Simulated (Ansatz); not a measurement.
# Which is lower?

Two relaxed structures of CH6BSi (charge +1), singlet (PBE0-D4/def2-TZVP; forces vanish, vibrations not checked).

A:

B1  (-1.256, 0.853, -0.598)
C2  (0.159, 0.687, -0.522)
Si3  (0.503, -0.895, 0.657)
H4  (-2.429, 0.922, -0.611)
H5  (0.617, 0.449, -1.492)
H6  (0.669, 1.537, -0.047)
H7  (1.977, -0.951, 0.647)
H8  (-0.154, -2.041, -0.001)
H9  (-0.085, -0.560, 1.967)
(Å)

B:

```csv
atom,x (Å),y (Å),z (Å)
B1,0.5452,-0.5500,0.3952
C2,0.5713,0.7580,-0.5903
Si3,-1.0964,0.2351,-0.1391
H4,-2.5695,0.1916,-0.0556
H5,0.9000,0.5905,-1.6125
H6,0.9501,1.6823,-0.1621
H7,1.2881,-1.2965,0.9314
H8,-0.4679,-1.2856,-0.2304
H9,-0.4144,-0.1197,1.3186
```

Ansatz 0.2.0; basis: def2-TZVPP; cores frozen in the correlated methods. B3LYP uses VWN-RPA correlation.

Which structure is lower at CCSD(T), and by how much? (An estimate is asked for; the value comes from the calculation.)

The calculation gives: A, by 14.92 kcal/mol (electronic energy, against the other). By their contacts, A is CH₆BSi ([BH][CH2][SiH3]), total charge +1 and B is CH₆BSi ([H]1[BH]23[H][SiH]12[CH2]3), total charge +1.

All methods give the same order:

```json
{"method": "PBE-D4", "E(B) − E(A) (kcal/mol)": "7.85"}
{"method": "r2SCAN-D4", "E(B) − E(A) (kcal/mol)": "10.83"}
{"method": "PBE0-D4", "E(B) − E(A) (kcal/mol)": "9.66"}
{"method": "B3LYP-D4", "E(B) − E(A) (kcal/mol)": "17.60"}
{"method": "wB97M-V", "E(B) − E(A) (kcal/mol)": "14.64"}
{"method": "HF", "E(B) − E(A) (kcal/mol)": "30.98"}
{"method": "MP2", "E(B) − E(A) (kcal/mol)": "14.14"}
{"method": "CCSD", "E(B) − E(A) (kcal/mol)": "16.75"}
{"method": "CCSD(T)", "E(B) − E(A) (kcal/mol)": "14.92"}
```

T1 diagnostic: at most 0.014.

Labels in which every atom is bracketed show which atoms are joined, not bond orders.

For scale, one of the runs: CCSD(T)/def2-TZVPP, 188 basis functions, launched by `ansatz run in.yaml --threads 2 --pin off --events-out ev --progress --plain --max-ram 4352MiB`. The run took 21 s on 2 CPU threads of an Arm Neoverse V2 (shared host), with 1.9 GiB of host memory at its peak.
